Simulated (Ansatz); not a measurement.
# C2H4: state-averaged CASSCF

Computed with Ansatz's Gaussian-basis code (development build). State-averaged CASSCF with equal weights; occupations are averaged over the states; levels count from the state that is lowest in CASSCF. CASSCF levels without dynamic correlation can be off by over 1 eV. Solutions may break the symmetry of the shape. No proof that the lowest CASSCF solution was found.

Geometry:

```xyz
6

C     0.0000    0.0000    0.6675
C     0.0000    0.0000   -0.6675
H     0.0000    0.9228    1.2377
H     0.0000   -0.9228    1.2377
H     0.0000    0.9228   -1.2377
H     0.0000   -0.9228   -1.2377
```

Basis aug-cc-pVDZ, nonrelativistic, 2 orbitals frozen in the corrections; active space CAS(4,4). Averaged: 1 singlet, 1 triplet.

Problem. Give the levels in order, with their spins.

Solution. 

```
  state  CASSCF (eV)
singlet        0.000
triplet        4.275
```

Occupations: 1.98, 1.45, 0.55, 0.02.

Geometry:

```xyz
6

C     0.0000    0.0000    0.6695
C     0.0000    0.0000   -0.6695
H     0.0000    0.9289    1.2321
H     0.0000   -0.9289    1.2321
H     0.0000    0.9289   -1.2321
H     0.0000   -0.9289   -1.2321
```

Basis cc-pVDZ, nonrelativistic, 2 orbitals frozen in the corrections; active space CAS(2,2). Averaged: 3 singlets.

Problem. Give the levels in order.

Solution. 

```tsv
state	CASSCF (eV)
singlet	0.000
singlet	9.914
singlet	15.016
```

Occupations: 1.00, 1.00.

Same geometry.

Basis cc-pVDZ, nonrelativistic, 2 orbitals frozen in the corrections; active space CAS(2,2). Averaged: 1 singlet, 1 triplet.

Problem. Give the levels in order, with their spins.

Solution. 

| state | CASSCF (eV) |
| --- | --- |
| singlet | 0.000 |
| triplet | 4.271 |

Occupations: 1.45, 0.55.
